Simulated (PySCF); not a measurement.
Q: Write Cartesian coordinates for `O=C=CCCl` as optimised with PBE0-D3(BJ)/def2-SVP.

A: 
```xyz
8
C3H3ClO angstrom
O      2.4980   -0.8114    0.1352
C      1.5197   -0.2040    0.0066
C      0.4093    0.4905   -0.1664
C     -0.9253   -0.1438   -0.3167
Cl    -1.8967   -0.1327    1.2119
H      0.5073    1.5775   -0.1041
H     -1.5311    0.3946   -1.0557
H     -0.8497   -1.1931   -0.6273
```

Any rigid rotation of these coordinates is as good. Atoms count from 1 in this order. The C–C distances run from 1.321 Å (C2=C3, drawn double) to 1.485 Å (C3–C4, drawn single), a spread of 0.164 Å.

Bonds between heavy atoms (Å): O1=C2 1.159, C2=C3 1.321, C3–C4 1.485, C4–Cl5 1.811.

Theory: PBE0-D3(BJ)/def2-SVP geometry optimisation, gas phase in PySCF.

Point group: C1 (no symmetry element, even within 0.4 Å). Not checked by PBE0-D3(BJ)/def2-SVP frequencies. One conformer, not necessarily the lowest (C2–C3–C4–Cl5 100°).

Hardware: Arm Neoverse V1, one thread, on a shared host. Cost: 10 s wall. This is the geometry optimisation.
